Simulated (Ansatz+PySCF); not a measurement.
**singlet C₂H₄ in separate pieces: levels of theory in one basis**

```yaml
atoms:
  - { symbol: C, position_ang: [0.0000, 0.0000, -0.1059] }
  - { symbol: H, position_ang: [0.0000, 1.0040, 0.3178] }
  - { symbol: H, position_ang: [0.0000, -1.0040, 0.3178] }
  - { symbol: C, position_ang: [30.0164, -0.0027, -0.1046] }
  - { symbol: H, position_ang: [29.2920, 0.7556, 0.1915] }
  - { symbol: H, position_ang: [30.6098, -0.7395, 0.4361] }
```

Basis set: STO-3G (spherical functions). Left uncorrelated: 2 orbitals. Charge 0, multiplicity 1.

Computed with Ansatz (development build ahead of 0.2.0); each method stands on the lowest determinant of its kind that the runs found. NEVPT2 correlates all electrons. Active spaces start from the frontier orbitals, and the lowest solution found is given.

| method | E − E(RHF) (eV) | <S²> of the determinant |
| --- | --- | --- |
| RHF | 0.00 | 0.00 |
| UHF | -5.23 | 2.04 |
| RHF-MP2 | -1.75 | – |
| UHF-MP2 | -6.52 | 2.04 |
| RHF-CCSD | -3.14 | – |
| UHF-CCSD | -7.30 | 2.04 |
| RHF-CCSD(T) | -3.16 | – |
| UHF-CCSD(T) | -7.30 | 2.04 |
| RHF-CCSDT(Q) | -3.18 | – |
| UHF-CCSDT(Q) | -7.31 | 2.04 |
| full CI (lowest root of this spin) | -7.30 | – |
| SC-NEVPT2(4,4) | -6.43 | – |

(1) What does CASSCF(4,4) give on the same scale?

(2) Is a single determinant a sound starting point here?

Results:

(1) -4.92 eV.

At such a shape the full CI root can have another spatial symmetry than the determinants, so the rows needn't describe one state.

(2) It is doubtful. Unrestricted orbitals lower Hartree–Fock by 5.23 eV and <S²> is 2.04 where a pure state has 0.00, a sign of strong static correlation. The CASSCF(4,4) natural occupations are 1.00, 1.00, 1.00, 1.00.

Caution for RHF, RHF-MP2, RHF-CCSD, RHF-CCSD(T), RHF-CCSDT(Q): an unrestricted determinant lies well below. Caution for UHF, UHF-MP2, UHF-CCSD, UHF-CCSD(T), UHF-CCSDT(Q): the unrestricted determinant is a mixture of spin states. Caution for RHF-MP2, RHF-CCSD, RHF-CCSD(T), RHF-CCSDT(Q): large amplitudes, a single reference is doubtful. Caution for RHF-MP2, RHF-CCSD, RHF-CCSD(T): the program doubts this total. Caution for UHF-MP2, UHF-CCSD, UHF-CCSD(T), UHF-CCSDT(Q): bonds are stretched, where a single reference can fail; a plain start can end on a higher determinant. Caution for RHF-CCSD, RHF-CCSD(T): the program finds a lower state of this spin.
